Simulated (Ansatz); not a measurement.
Input file:

```yaml
crystal:
  periodic: [false, false, false]
  atoms:
    - {symbol: N, position_ang: [-0.088694, 0.000000, 0.644562]}
    - {symbol: C, position_ang: [0.084787, 0.000000, -0.730476]}
    - {symbol: H, position_ang: [0.221344, -0.832606, 1.120582]}
    - {symbol: H, position_ang: [0.221343, 0.832606, 1.120582]}
    - {symbol: H, position_ang: [-0.110242, -0.930197, -1.246908]}
    - {symbol: H, position_ang: [-0.110243, 0.930197, -1.246908]}
basis:
  gaussian: {orbitals: cc-pVDZ}
total_charge: 1
hamiltonian: {xc: {name: B2PLYP}}
correlation: {electrons: outside_noble_gas}
```

```sh
$ ansatz run in.yaml --threads 1 --pin off --events-out ev --progress --plain --max-ram 2393MiB
```

Log:

```
437 factors; integrals over basis functions are off by at most 1.2e-3 eV
mean field evaluation 1: about -2572.9750 eV, gradient 5.1e1 eV
mean field evaluation 2: about -2572.9721 eV, gradient 5.1e1 eV
mean field evaluation 4: about -2578.0139 eV, gradient 9.7e0 eV
mean field evaluation 8: about -2578.2320 eV, gradient 2.2e-2 eV
mean field evaluation 16: about -2578.2320 eV, gradient 2.8e-6 eV
mean field -2578.23204684 eV, -94.7482801330 hartree, gradient 2.8e-6 eV, S^2 0.000000; 0 other end points of the search recorded, 0 dependent functions left out
2 core orbitals not correlated: weight in the atoms' cores, before any rotation towards them, 1.000 or more for the frozen orbitals, at most 0.000 for the correlated occupied ones
reference -2578.23214509 eV, -94.7482837437 hartree; 6, 6 occupied and 40, 40 virtual orbitals, 437 factors
second order -10.14816371 eV of doubles, -0.00000000 eV of singles
Total energy: -2580.97214930 eV, -94.8489770409 hartree
```

Ran on 1 thread of Arm Neoverse V1, shared host: 0.96 s wall, 0.08 GiB peak host memory.
